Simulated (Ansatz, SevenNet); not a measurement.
# 2H WS2: properties by level of theory

Reference values: lattice constant a 3.153 Å (measured, 300 K, no zero-point or thermal correction; as tabulated in arXiv:1605.07067); lattice parameter c 12.323 Å (measured, 300 K, no zero-point or thermal correction; as tabulated in arXiv:1605.07067).

| level (code) | lattice parameter a (Å) | lattice parameter c (Å) |
|---|---|---|
| SevenNet-0 | ? | ? |
| r²SCAN (Ansatz) | 3.182 | 13.074 |
| r²SCAN+rVV10 (Ansatz) | 3.170 | ? |

Task: Some entries are withheld; supply them.

Result: 
- SevenNet-0, lattice parameter a (Å): 3.188
- SevenNet-0, lattice parameter c (Å): 15.635
- r²SCAN+rVV10 (Ansatz, a quantum-chemistry and plane-wave program), lattice parameter c (Å): 12.494

Differences from the reference values (errors of the level alone only where the reference is corrected to a static lattice):

```json
[
 {"level": "SevenNet-0", "lattice constant a (%)": "+1.11", "lattice parameter c (%)": "+27"},
 {"level": "r²SCAN", "lattice constant a (%)": "+0.92", "lattice parameter c (%)": "+6.09"},
 {"level": "r²SCAN+rVV10", "lattice constant a (%)": "+0.54", "lattice parameter c (%)": "+1.39"}
]
```

Nearest: lattice constant a, not ranked (reference at room or unstated temperature); lattice parameter c, not ranked (reference at room or unstated temperature).

Machine-learned potentials (SevenNet-0) are trained on DFT data: a solid inside that data is no test of them.

Caveats: for a layered or molecular solid the relaxed cell lies over 5 % above the published volume, where the minimum can be shallow (r²SCAN); the cell comes from a level without a dispersion term, which matters for the spacing of layers, chains or molecules (r²SCAN); the cell moved over 20 % in volume from its start (SevenNet-0). Ansatz's density-functional and Hartree–Fock values are scalar-relativistic unless marked +SOC, with PAW data made under PBE.

The crystal itself was run without spin with r²SCAN, r²SCAN+rVV10; a magnetic state was not tried in these runs.

Differences are worked out from the printed values.

Static lattice: no zero-point or thermal effects.
